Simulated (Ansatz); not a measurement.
Geometry optimisation, RKS CAM-B3LYP-D4/def2-SVP (Ansatz 0.2.0).

Input:

```yaml
crystal:
  periodic: [false, false, false]
  atoms:
    - { symbol: Si, position_ang: [-0.516709, -0.206229, -0.229271] }
    - { symbol: F, position_ang: [0.214345, 0.981568, 2.196922] }
    - { symbol: H, position_ang: [0.663341, -0.859771, 0.38499] }
    - { symbol: H, position_ang: [-0.233526, 1.232313, -0.467203] }
    - { symbol: H, position_ang: [-0.80116, -0.847211, -1.54559] }
    - { symbol: P, position_ang: [-2.257865, -0.434092, 1.110868] }
    - { symbol: H, position_ang: [-3.262063, -0.336335, 0.112173] }
    - { symbol: H, position_ang: [-2.210549, -1.852612, 1.112997] }
    - { symbol: H, position_ang: [-0.634414, 1.010269, 2.568213] }
basis:
  gaussian: { orbitals: def2-SVP }
hamiltonian:
  xc: cam_b3lyp
  dispersion: d4
relax:
  f_tol: 0.03
  max_steps: 50
output:
  orbitals: {}
```

Command:

```bash
$ ansatz run input.yaml --threads 2 --pin off --max-ram 3072MiB --backend cpu --events-out ev --progress --plain --runs-dir out
```

**Question.** Where does it end, and by what steps?

**Answer.** It converged. The force dipped under the threshold on the way, but the program's further checks kept it going. After 8 steps the energy has fallen by 0.095 eV; F2 moved furthest, 0.31 Å.

```
step  energy less start (eV)  largest force component (eV/Å)  accepted
   0                  0.0000                           0.714       yes
   1                 -0.0323                           1.899       yes
   2                 -0.0481                           1.526       yes
   3                 -0.0802                           0.266       yes
   4                 -0.0846                           0.127       yes
   5                 -0.0933                           0.014       yes
   6                 -0.0947                           0.035       yes
   7                 -0.0945                           0.048        no
   8                 -0.0949                           0.016       yes
```

```xyz
9
Properties=species:S:1:pos:R:3
Si -0.457 -0.249 -0.325
F 0.114 1.180 2.409
H 0.757 -0.845 0.287
H -0.270 1.200 -0.583
H -0.761 -0.948 -1.604
P -2.151 -0.466 1.172
H -3.224 -0.135 0.302
H -2.305 -1.874 1.074
H -0.743 0.824 2.514
```

Whether the end is a true minimum wasn't checked by a vibrational analysis.

The run took 26 s on 2 threads of Arm Neoverse N1 (shared host), peak memory 0.17 GiB.
